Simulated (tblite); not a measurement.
Compound: C3H3ClO.
Z-matrix (Å and degrees, GFN2-xTB geometry), rows numbered from 1:
```
C 
C   1  1.3288
C   2  1.4621  1  120.36
O   3  1.1879  2  128.50  1     0.31
Cl  3  1.7739  2  111.66  1  -179.71
H   1  1.0779  2  120.65  3    -0.04
H   1  1.0762  2  121.97  3   179.94
H   2  1.0787  1  122.71  3  -179.92
```

All values are computed: GFN2-xTB (tblite) harmonic vibrations without scaling, gas phase. Errors from tens to a few hundred cm⁻¹ against measured bands are possible. One conformer, not necessarily the lowest.

Harmonic wavenumbers (cm⁻¹): 70.0, 228.8, 374.9, 423.8, 445.6, 699.9, 721.3, 916.7, 947.9, 1009.1, 1067.9, 1264.7, 1369.7, 1646.1, 1802.8, 3101.0, 3105.5, 3142.5.

A = 9210, B = 2705, C = 2091 MHz; mass 89.987 u (most abundant isotopes); point group Cs, symmetry number 1.

What is the zero-point energy?

Half the sum of the wavenumbers: 11169 cm⁻¹ = 133.61 kJ/mol.

Give the ideal-gas entropy at 200 K and 1 bar in the rigid-rotor, harmonic-oscillator model (classical rotation).

Translation 156.67, rotation 104.75, vibration 25.36: S = 286.8 J/(mol K).

And Cp and H(200 K) − H(0)?

Cp = 64.79 J/(mol K), of which vibrations give 31.53 (their classical limit is 18 R = 149.7); H(200 K) − H(0) = 9.53 kJ/mol without the zero-point energy, 2.88 from vibrations.

What must be added to the electronic energy to get the Gibbs energy at 200 K and 1 bar?

ZPE + [H(200 K) − H(0)] − T·S = 133.61 + 9.53 − 57.36 = 85.78 kJ/mol.

Blend soft modes into free rotors: weight 1/[1 + (100 cm⁻¹/ν̃)⁴] for the oscillator and the rest for a rotor with moment μB/(μ + B), μ = h/(8π²ν), B = 10⁻⁴⁴ kg m². What vibrational entropy results?

23.57 J/(mol K) in place of 25.36, which changes −T·S at 200 K by +0.36 kJ/mol.

How do the functions run with temperature in this model?

```tsv
T (K)	S (J/(mol K))	Cp (J/(mol K))	H − H(0) (kJ/mol)	G − H(0) (kJ/mol)	ln q(vib)
50	219.2	39.8	1.80	-9.16	0.14
100	248.8	47.0	3.95	-20.93	0.50
298.15	315.9	82.0	16.75	-77.44	2.20
373.15	335.6	93.8	23.35	-101.88	2.90
500	365.4	110.2	36.33	-146.39	4.10
750	414.6	132.0	66.84	-244.12	6.42
1000	454.6	145.9	101.70	-352.93	8.57
```

q(vib) and H(0) count from the zero-point level.

Hindered rotation and anharmonicity are outside this model. Other conformers, if any are populated, would add a mixing term that is left out.
